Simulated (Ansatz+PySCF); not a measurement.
The numbers below are computed, except where a source is named.
This PySCF input gave a total energy of -79.13518 hartree.

```python
from pyscf import gto, scf

mol = gto.M(atom="""
C 0.000000 0.000000 -0.820330
C 0.000000 0.000000 0.820330
H 0.000000 -1.105880 -1.258320
H -0.957720 0.552940 -1.258320
H 0.957720 0.552940 -1.258320
H 0.000000 1.105880 1.258320
H -0.957720 -0.552940 1.258320
H 0.957720 -0.552940 1.258320
""", basis='def2-svp', charge=0, spin=0)
mf = scf.RHF(mol)
mf.init_guess = 'atom'
mf.kernel()
while True:  # follow internal instabilities
    mo, _, stable, _ = mf.stability(return_status=True)
    if stable: break
    mf.kernel(mf.make_rdm1(mo, mf.mo_occ))
print(mf.converged, mf.e_tot, mf.spin_square()[0])
```

Write an input for Ansatz with the same method and basis set.

```yaml
crystal:
  periodic: [false, false, false]
  atoms:
    - { symbol: C, position_ang: [0.0, 0.0, -0.82033] }
    - { symbol: C, position_ang: [0.0, 0.0, 0.82033] }
    - { symbol: H, position_ang: [0.0, -1.10588, -1.25832] }
    - { symbol: H, position_ang: [-0.95772, 0.55294, -1.25832] }
    - { symbol: H, position_ang: [0.95772, 0.55294, -1.25832] }
    - { symbol: H, position_ang: [0.0, 1.10588, 1.25832] }
    - { symbol: H, position_ang: [-0.95772, -0.55294, 1.25832] }
    - { symbol: H, position_ang: [0.95772, -0.55294, 1.25832] }
basis:
  gaussian: { orbitals: def2-SVP }
hamiltonian:
  xc: hf
```

Ansatz (development build ahead of 0.2.0) gave -79.13518 hartree, 0.03 meV from the first.
